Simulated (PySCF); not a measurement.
Molecule: SMILES C/C=N/O, C2H5NO.

Bonds (- single, = double, # triple, : aromatic): C1-C2 1.487 Å, C2=N3 1.272 Å, N3-O4 1.370 Å. C1 carries H5, H6, H7; C2 carries H8; O4 carries H9. Stereochemistry as in C/C=N/O.

Spin–spin couplings on one PBE0-D3(BJ)/def2-SVP geometry, PySCF 2.14.0 with density-fitted response routines, gas phase, non-relativistic, equivalent pairs averaged; isotopes $^{13}$C, $^{1}$H, $^{17}$O, $^{15}$N; basis pcJ-1.

How do the couplings (Hz) change with the functional? Times are CPU seconds on shared hosts with different chips, so compare them loosely.

Results:


```
functional  functions  $^{1}J$(C2,H8)  $^{1}J$(C1,H5)  $^{1}J$(O4,H9)  $^{1}J$(C1,C2)  $^{1}J$(N3,O4)  $^{1}J$(C2,N3)  $^{2}J$(C1,N3)  core-s
       LDA        158           127.0           102.3           -60.8            40.0           -22.0             2.2           -13.3     9.5
       PBE        158           148.7           123.1           -61.9            50.9           -22.4            -0.7           -13.4      14
       KT2        158           157.3           129.7           -60.8            41.4           -20.9             4.8           -12.4      15
     B3LYP        158           165.0           135.0           -74.4            57.4           -21.8            -5.7           -12.6      25
      PBE0        158           156.3           127.3           -71.3            55.0           -21.5            -5.9           -11.8      20
     B97-2        158           150.3           121.6           -71.0            54.8           -21.2            -4.9           -12.0      20
 BHandHLYP        158           181.1           145.8           -88.5            66.5           -21.2           -17.1           -10.4      24
 CAM-B3LYP        158           164.0           132.5           -76.1            56.6           -20.9            -6.9           -12.3      38
``` Left out for a near triplet instability: HF/pcJ-1.
